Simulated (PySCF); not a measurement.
Compound: allyl fluoride, C₃H₅F.
Cartesian coordinates in Å at the GFN2-xTB level; atoms count from 1:
```xyz
9
C3H5F angstrom
C      1.2991    0.3321    0.3428
C      0.3422   -0.0694   -0.4709
C     -1.0958   -0.2219   -0.0882
F     -1.3271    0.1115    1.2216
H      1.0937    0.5840    1.3695
H      2.3195    0.4245    0.0151
H      0.5396   -0.3248   -1.5029
H     -1.7326    0.4315   -0.6987
H     -1.4250   -1.2617   -0.2135
```

The closed-shell ground state was solved at several levels (PySCF, density fitting, gas phase, non-relativistic).

```csv
level,basis functions,HOMO (eV),LUMO (eV),gap (eV),dipole (D)
B3LYP/pcJ-1,158,-7.48,0.04,7.52,1.74
PBE0/pcSseg-1,93,-7.72,0.28,8.00,1.74
```

Problem. What might CAM-B3LYP/def2-SVPD (123 basis functions) give for the same quantities?

Solution. HOMO -9.14 eV, LUMO 1.29 eV, gap 10.43 eV, dipole 1.81 D.

Problem. Over all these levels, which gives the widest orbital gap and which the narrowest?

Solution. CAM-B3LYP/def2-SVPD (range-separated hybrid) has the widest, 10.43 eV, and B3LYP/pcJ-1 (global hybrid, 20 % exact exchange) the narrowest, 7.52 eV. Functional and basis both differ between the two, so the spread mixes both effects.

Problem. How far do the dipole and the HOMO energy spread over the levels?

Solution. The dipole runs from 1.74 to 1.81 D (mean 1.76 D) and the HOMO from -9.14 to -7.48 eV.

One conformer stands for the species.
